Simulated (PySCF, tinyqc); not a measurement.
Ways to converge the cycle: SCF convergence aids in the sto-6g basis, for LiH, spin multiplicity 1. Computed by the program tinyqc with PySCF. RHF with one setting changed at a time; a run stops when the energy changes by less than 1e-09 hartree and the error matrix is below 1e-5. The start is random orbitals. Damping d keeps d of the old density; a shift (hartree) raises the virtual levels; DIIS n extrapolates F over n matrices.

Geometry (angstrom):
```
atom       x       y       z
Li    0.0000  0.0000  0.0000
H     0.0000  0.0000  2.1190
```

lowest restricted solution found by these runs and by PySCF = -7.906945 hartree

Largest element of the error matrix X^T (FDS - SDF) X:
```
iteration    plain  damping 0.3  damping 0.6  shift 0.4   DIIS 3   DIIS 8
1          2.4e+00      2.4e+00      2.4e+00    2.4e+00  2.4e+00  2.4e+00
2          2.5e-01      7.7e-01      1.4e+00    5.1e-01  2.5e-01  2.5e-01
3          3.4e-02      2.9e-01      8.5e-01    1.4e-01  1.6e-02  1.6e-02
4          8.8e-03      1.1e-01      5.4e-01    6.3e-02  7.4e-03  7.4e-03
5          4.0e-03      4.5e-02      3.4e-01    4.0e-02  1.2e-03  9.8e-04
6          1.8e-03      1.8e-02      2.2e-01    2.8e-02  1.7e-04  1.7e-04
8          3.9e-04      3.2e-03      9.5e-02    1.4e-02  4.4e-06  2.1e-06
10         8.3e-05      1.2e-03      4.1e-02    7.4e-03        -        -
14         6.8e-06      1.8e-04      7.4e-03    2.1e-03        -        -
20               -      1.5e-05      8.6e-04    4.3e-04        -        -
30               -            -      7.5e-05    4.4e-05        -        -
45               -            -      3.4e-06          -        -        -
```

How each run ends:
```
run          iterations  E (hartree)         state
plain                15    -7.906945  lowest found
damping 0.3          23    -7.906945  lowest found
damping 0.6          45    -7.906945  lowest found
shift 0.4            37    -7.906945  lowest found
DIIS 3                9    -7.906945  lowest found
DIIS 8                9    -7.906945  lowest found
```

What does the comparison show, and why?

6 of 6 runs reach the lowest restricted solution found, in 9 to 45 iterations (fastest: DIIS 3, DIIS 8). Plain steps already contract here, so damping only slows them. DIIS 3 and DIIS 8 gain by cancelling the error over several earlier matrices, much as a quasi-Newton step does. The restricted reference is unstable here: a spin-polarised solution lies 0.0012 hartree lower (PySCF), so results built on it describe a poor reference.
